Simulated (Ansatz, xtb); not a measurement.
## Two structures of H3NSi2

We compare I, a singlet given by its coordinates, with II, `[SiH]N=[SiH2]`, a singlet. Both are isolated molecules in the gas phase, relaxed with B3LYP-D3(BJ)/def2-SVP; the shapes shown needn't be the lowest conformers.

I (Å):

```xyz
6

N    -0.3009    0.1286   -0.7334
Si    0.3924   -1.2070   -1.6569
Si   -1.4046   -0.1553    0.6152
H     1.2019   -0.3068   -2.6108
H    -1.6074    1.3374    0.9413
H    -0.0576    1.0881   -0.9851
```

Close contacts (Å): N1–Si2 1.77, N1–Si3 1.77, N1–H6 1.02, Si2–H4 1.54, Si3–H5 1.54.

II (Å):

| atom | x (Å) | y (Å) | z (Å) |
| --- | --- | --- | --- |
| N | 1.2479 | -0.2985 | -2.0176 |
| Si | 1.3091 | 1.0587 | -1.0161 |
| Si | 1.2913 | -1.7059 | -2.7844 |
| H | 0.6767 | 2.0593 | -2.0066 |
| H | 2.4516 | -2.1407 | -3.5989 |
| H | 0.1879 | -2.6937 | -2.7123 |

Energies in hartree; the thermal terms are from B3LYP-D3(BJ)/def2-SVP harmonic frequencies (ideal gas, rigid rotor, one conformer each, 298.15 K, 1 atm) and include the zero-point energy:

```
                                I           II
E, CCSD(T)/def2-TZVPP  −634.531893  −634.524934
    zero-point energy     0.030690     0.027773
         H(298 K) − E     0.036325     0.033614
         G(298 K) − E     0.004052     0.000619
```

Problem. Work out ΔE, ΔE₀, ΔH and ΔG for I → II in kcal/mol (1 Eh = 627.51 kcal/mol) and the equilibrium ratio [II]/[I].

Solution. 1. ΔE = −634.524934 − (−634.531893) = +0.006959 Eh = +4.37 kcal/mol.
2. ΔE₀ = ΔE + ΔZPE = +0.006959 + (−0.002917) Eh = +2.54 kcal/mol.
3. ΔH = ΔE + (−0.002711) Eh = +2.67 kcal/mol.
4. ΔG = ΔE + (−0.003433) Eh = +2.21 kcal/mol, so ΔS = (ΔH − ΔG)/T = +6.4 J/(mol K).
5. kT = 0.9442 mEh, so K = [II]/[I] = exp(−ΔG/kT) = exp(−3.73) ≈ 0.024.

Structure I is favoured at this temperature. An error of 1 kcal/mol in ΔG would change K by a factor of 5.4. Large T1 diagnostics make the coupled-cluster value less sure. Mirror images and further conformers aren't counted.

Other levels gave ΔE = +3.4 (B3LYP-D3(BJ)/def2-SVP); +7.1 (HF/def2-TZVPP); +1.2 (MP2/def2-TZVPP) kcal/mol. The correlated steps freeze 11 core orbitals. Programs: Ansatz 0.2.0.
